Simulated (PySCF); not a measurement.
# Partial charges of `C#CC(=C)[O-]`

Compound: C4H3O (charge -1).
Geometry (PBE0-D3(BJ)/def2-SVP, Å), atoms numbered from 1 in this order:
```
atom  x, y, z in Å
C1     2.325    0.251   -0.406
C2     1.111    0.346   -0.320
C3    -0.368    0.548   -0.255
C4    -1.043   -0.515    0.325
O5    -0.803    1.630   -0.723
H6     3.392    0.177   -0.486
H7    -2.133   -0.473    0.424
H8    -0.506   -1.396    0.688
```

Density: PBE0/pcSseg-1 (PySCF); schemes: Mulliken, IAO, Hirshfeld and ESP-fitted. Isolated species at its PBE0-D3(BJ)/def2-SVP geometry, gas phase. The pcSseg-1 basis has no diffuse functions, a weakness for an anion. The HOMO energy is positive at this level (+0.04 eV), so the outermost electrons may be held by the finite basis alone.

Problem. Which atoms carry the highest charge in the Mulliken, IAO, Hirshfeld and ESP-fitted schemes?

Solution. The schemes don't all agree: Mulliken C2 (+0.188); IAO C3 (+0.259); Hirshfeld H6 (+0.049); ESP-fitted C3 (+0.736).

Problem. At which atom do the 4 schemes differ most?

Solution. At C4: from -1.163 (ESP-fitted) to -0.291 e (Hirshfeld), 0.872 e apart.

Problem. For which atoms does the sign change between the 4 schemes (beyond +0.03 e in one, beyond −0.03 e in another)?

Solution. C2. Atomic charges aren't observables, and each scheme defines them in its own way.

Problem. Give the atomic charges in each scheme.

Solution. In e:

```json
{"atom": "C1", "environment": "terminal alkyne carbon", "Mulliken": "-0.476", "IAO": "-0.366", "Hirshfeld": "-0.222", "ESP-fitted": "-0.531"}
{"atom": "C2", "environment": "alkyne carbon", "Mulliken": "+0.188", "IAO": "-0.024", "Hirshfeld": "-0.065", "ESP-fitted": "-0.090"}
{"atom": "C3", "environment": "vinylic carbon bearing oxygen", "Mulliken": "+0.157", "IAO": "+0.259", "Hirshfeld": "+0.019", "ESP-fitted": "+0.736"}
{"atom": "C4", "environment": "carbon bonded to C and 2 H", "Mulliken": "-0.415", "IAO": "-0.585", "Hirshfeld": "-0.291", "ESP-fitted": "-1.163"}
{"atom": "O5", "environment": "enolate oxygen", "Mulliken": "-0.565", "IAO": "-0.652", "Hirshfeld": "-0.443", "ESP-fitted": "-0.715"}
{"atom": "H6", "environment": "alkyne hydrogen", "Mulliken": "+0.018", "IAO": "+0.162", "Hirshfeld": "+0.049", "ESP-fitted": "+0.262"}
{"atom": "H7", "environment": "hydrogen on C4", "Mulliken": "+0.039", "IAO": "+0.102", "Hirshfeld": "-0.023", "ESP-fitted": "+0.249"}
{"atom": "H8", "environment": "hydrogen on C4", "Mulliken": "+0.054", "IAO": "+0.103", "Hirshfeld": "-0.024", "ESP-fitted": "+0.252"}
```

Mean size of the charges over all atoms: ESP-fitted 0.500 e, IAO 0.281 e, Mulliken 0.239 e, Hirshfeld 0.142 e. Each set sums to the total charge, -1, to within 0.001 e. The Hirshfeld scheme weights the molecular density at each point by an atom's share of the summed free-atom densities. The Mulliken scheme counts on each atom the diagonal of the density matrix times the overlap matrix over that atom's basis functions.

Problem. Sum the charges by element, for elements with more than one atom.

Solution. 
```json
{"element": "C", "atoms": "4", "Mulliken": "-0.546", "IAO": "-0.715", "Hirshfeld": "-0.559", "ESP-fitted": "-1.048"}
{"element": "H", "atoms": "3", "Mulliken": "+0.111", "IAO": "+0.367", "Hirshfeld": "+0.002", "ESP-fitted": "+0.763"}
```

Problem. How closely do the schemes follow one another over all atoms?

Solution. Correlation coefficient and root-mean-square difference: IAO with Hirshfeld 0.97, 0.178 e; IAO with ESP-fitted 0.96, 0.285 e; Mulliken with IAO 0.93, 0.128 e; Mulliken with Hirshfeld 0.91, 0.154 e; Hirshfeld with ESP-fitted 0.87, 0.453 e; Mulliken with ESP-fitted 0.85, 0.377 e.
